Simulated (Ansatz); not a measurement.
Geometry optimisation, RKS PBE-D4/6-31G* in Ansatz 0.2.0.

input.yaml

```yaml
crystal:
  periodic: [false, false, false]
  atoms:
    - { symbol: C, position_ang: [-0.7413, 0.586, -0.5874] }
    - { symbol: Si, position_ang: [0.4906, -0.5639, -0.0183] }
    - { symbol: O, position_ang: [1.2566, -0.0394, 1.3295] }
    - { symbol: H, position_ang: [-1.2326, 0.2631, -1.4898] }
    - { symbol: H, position_ang: [-0.3425, 1.5888, -0.8774] }
    - { symbol: H, position_ang: [-1.5432, 0.8253, 0.173] }
    - { symbol: H, position_ang: [1.5183, -0.7995, -1.081] }
    - { symbol: H, position_ang: [2.17298, -0.04693, 0.95494] }
    - { symbol: H, position_ang: [0.7953, -0.0751, 2.216] }
basis:
  gaussian: { orbitals: "6-31G*" }
hamiltonian:
  xc: pbe
  dispersion: d4
relax:
  f_tol: 0.02
  max_steps: 50
output:
  orbitals: {}
```

Launched with:

```bash
$ ansatz run input.yaml --threads 1 --pin off --max-ram 2048MiB --backend cpu --events-out ev --progress --plain --runs-dir out
```

Q: Where does it end, and by what steps?

A: The run converged. The force dipped under the threshold on the way, but the program's further checks kept it going. After 15 steps the energy has fallen by 3.023 eV; H9 moved furthest, 0.63 Å.

```json
{"step": "0", "energy less start (eV)": "0.0000", "largest force component (eV/Å)": "6.900", "accepted": "yes"}
{"step": "1", "energy less start (eV)": "-1.6320", "largest force component (eV/Å)": "4.118", "accepted": "yes"}
{"step": "2", "energy less start (eV)": "-2.6441", "largest force component (eV/Å)": "1.518", "accepted": "yes"}
{"step": "3", "energy less start (eV)": "-2.8553", "largest force component (eV/Å)": "1.343", "accepted": "yes"}
{"step": "4", "energy less start (eV)": "-2.9917", "largest force component (eV/Å)": "0.453", "accepted": "yes"}
{"step": "5", "energy less start (eV)": "-2.9948", "largest force component (eV/Å)": "0.319", "accepted": "yes"}
{"step": "6", "energy less start (eV)": "-3.0150", "largest force component (eV/Å)": "0.275", "accepted": "yes"}
{"step": "7", "energy less start (eV)": "-3.0191", "largest force component (eV/Å)": "0.194", "accepted": "yes"}
{"step": "8", "energy less start (eV)": "-3.0221", "largest force component (eV/Å)": "0.024", "accepted": "yes"}
{"step": "9", "energy less start (eV)": "-3.0179", "largest force component (eV/Å)": "0.437", "accepted": "no"}
{"step": "10", "energy less start (eV)": "-3.0226", "largest force component (eV/Å)": "0.016", "accepted": "yes"}
{"step": "11", "energy less start (eV)": "-3.0229", "largest force component (eV/Å)": "0.073", "accepted": "yes"}
{"step": "12", "energy less start (eV)": "-3.0232", "largest force component (eV/Å)": "0.079", "accepted": "yes"}
{"step": "13", "energy less start (eV)": "-3.0233", "largest force component (eV/Å)": "0.028", "accepted": "yes"}
{"step": "14", "energy less start (eV)": "-3.0234", "largest force component (eV/Å)": "0.024", "accepted": "yes"}
{"step": "15", "energy less start (eV)": "-3.0235", "largest force component (eV/Å)": "0.012", "accepted": "yes"}
```

```xyz
9
Properties=species:S:1:pos:R:3
C -0.811 0.616 -0.660
Si 0.130 -0.935 0.006
O 1.263 0.215 1.436
H -1.189 0.364 -1.671
H -0.187 1.520 -0.767
H -1.691 0.863 -0.042
H 1.356 -0.772 -0.939
H 2.168 0.269 1.061
H 1.335 -0.403 2.194
```

Whether the end is a true minimum wasn't checked by a vibrational analysis.

The run took 30 s on 1 thread of Arm Neoverse V1 (shared host), peak memory 0.13 GiB.
